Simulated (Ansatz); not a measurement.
in.yaml

```yaml
crystal:
  periodic: [false, false, false]
  atoms:
    - {symbol: B, position_ang: [0.000000, 0.000000, 0.068140]}
    - {symbol: H, position_ang: [0.000000, 0.717784, -0.986606]}
    - {symbol: H, position_ang: [0.000000, 0.000000, 1.242354]}
    - {symbol: H, position_ang: [0.000000, -0.717784, -0.986606]}
basis:
  gaussian: {orbitals: cc-pVTZ}
total_charge: 1
magnetization: {spin_polarized: false, initial_magnetization: 1}
correlation: {method: ccsd_t, electrons: outside_noble_gas}
```

```sh
$ ansatz run in.yaml --threads 1 --pin off --events-out ev --progress --plain --max-ram 2393MiB
```

Log:

```
398 factors; integrals over basis functions are off by at most 1.3e-3 eV
mean field evaluation 1: about -706.5931 eV, gradient 9.5e0 eV
mean field evaluation 2: about -706.5921 eV, gradient 9.5e0 eV
mean field evaluation 4: about -707.0476 eV, gradient 3.4e-1 eV
mean field evaluation 8: about -707.0482 eV, gradient 9.4e-5 eV
mean field evaluation 16: about -707.0482 eV, gradient 6.8e-7 eV
mean field -707.04824342 eV, -25.9835436912 hartree, gradient 6.8e-7 eV, S^2 0.750000; 0 other end points of the search recorded, 0 dependent functions left out
1 core orbitals not correlated: weight in the atoms' cores, before any rotation towards them, 1.000 or more for the frozen orbitals, at most 0.000 for the correlated occupied ones
reference -707.04824342 eV, -25.9835436912 hartree; 3, 2 occupied and 68, 69 virtual orbitals, 398 factors
second order -2.34609838 eV of doubles, -0.07674893 eV of singles
cycle   1  -2.79647876 eV  change   -3.7e-1 eV  update   4.2e-2
cycle   2  -2.94019772 eV  change   -1.4e-1 eV  update   1.5e-2
cycle   3  -2.94406825 eV  change   -3.9e-3 eV  update   3.3e-3
cycle   4  -2.94455220 eV  change   -4.8e-4 eV  update   1.0e-3
cycle   5  -2.94435067 eV  change    2.0e-4 eV  update   3.7e-4
cycle   6  -2.94435993 eV  change   -9.3e-6 eV  update   1.1e-4
cycle   7  -2.94440889 eV  change   -4.9e-5 eV  update   3.6e-5
cycle   8  -2.94440313 eV  change    5.8e-6 eV  update   1.2e-5
cycle   9  -2.94440122 eV  change    1.9e-6 eV  update   3.1e-6
perturbative correction -0.05450707 eV, -0.0020030980 hartree
Total energy: -710.04715171 eV, -26.0937515382 hartree
```

For the same geometry and basis UCCSDT(Q) lies 12.9 meV lower.

Ran on 1 thread of AMD EPYC 7R43, shared host: 1.2 s wall, 0.23 GiB peak host memory.
